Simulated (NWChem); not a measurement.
# Total energies of Al (+1)

```xyz
1

Al     0.0000     0.0000     0.0000
```
Charge +1, spin multiplicity 1.

All runs are NWChem calculations.

Basis set: def2-QZVP (70 functions).

```
method  total energy (Ha)
------  -----------------
RHF            -241.67454
MP2            -241.70395
B2PLYP         -242.03880
PBE            -242.01192
B3LYP          -242.17341
PBE0           -242.03191
```

Total energies of different functionals aren't comparable as a measure of quality: only differences taken within one method are. 

The correlated methods keep 5 core orbitals frozen. B3LYP has NWChem's definition, with VWN1-RPA local correlation.
